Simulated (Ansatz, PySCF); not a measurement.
Species: dilithium, Li$_{2}$, charge 0, multiplicity 1. 
Geometry from a B3LYP-D3(BJ)/def2-TZVP (Ansatz, a first-principles code) optimisation:
SMILES: [Li][Li]
```xyz
2

Li     0.0000     0.0000    -1.3610
Li     0.0000     0.0000     1.3610
```
Charge 0, spin multiplicity 1.

Total electronic energies in hartree. Cores are frozen in the correlated levels unless marked. Spin-orbit coupling is left out. No relativistic terms. CBS(X,Y): correlation extrapolated as X^-3; Hartree-Fock from the larger set. The bracket is a focal-point correction in the basis named.

The Hartree-Fock reference is unstable (checked in the largest basis), which strains HF and MP2. 

| level | program | energy (Eh) |
|---|---|---|
| SVWN5/def2-TZVPD | Ansatz | -14.72468 |
| PBE/def2-TZVPD | Ansatz | [?] |
| r2SCAN-D3(BJ)/def2-TZVPD | Ansatz + dftd3 | [?] |
| BHLYP/def2-TZVPD | Ansatz | -14.99921 |
| PW6B95-D4/def2-TZVPD | PySCF + dftd4 | [?] |
| MN15/def2-TZVPD | PySCF | -15.01405 |
| CAM-B3LYP/def2-TZVPD | Ansatz | -14.97518 |
| wB97X-V/def2-TZVPD | Ansatz | -14.99025 |
| B2GP-PLYP-D4/def2-TZVPD | Ansatz + dftd4 | -14.95950 |
| PBE-QIDH/def2-TZVPD | Ansatz | -14.94692 |
| RPA@PBE/def2-TZVPP | Ansatz | -14.92557 |
| MP2/STO-3G | Ansatz | -14.65461 |
| RI-MP2/def2-TZVPP | Ansatz | -14.88977 |
| RI-MP2/def2-QZVPP | Ansatz | -14.89283 |
| SCS-MP2/6-31G | Ansatz | -14.88469 |
| CCSD/def2-TZVPPD | Ansatz | -14.90115 |
| CCSD/def2-QZVPP | Ansatz | -14.90337 |
| CCSD(T)/6-31G | Ansatz | -14.89299 |
| CCSD(T)/def2-SVPD | Ansatz | -14.88265 |
| CCSD(T)/def2-TZVPP | Ansatz | -14.90095 |
| RI-MP2/CBS(def2-TZVPP,def2-QZVPP)+[CCSD(T)-MP2]/def2-TZVPP | Ansatz | -14.9058 |
| RI-MP2/CBS(def2-TZVPPD,def2-QZVPPD)+[CCSD(T)-MP2]/def2-QZVPPD | Ansatz | -14.9050 |
| CCSD(T)/CBS(def2-TZVPPD,def2-QZVPPD) | Ansatz | -14.9046 |

What belongs in the gaps?


- PBE/def2-TZVPD, energy (Eh): -14.95521
- r2SCAN-D3(BJ)/def2-TZVPD, energy (Eh): -14.98768
- PW6B95-D4/def2-TZVPD, energy (Eh): -15.04416
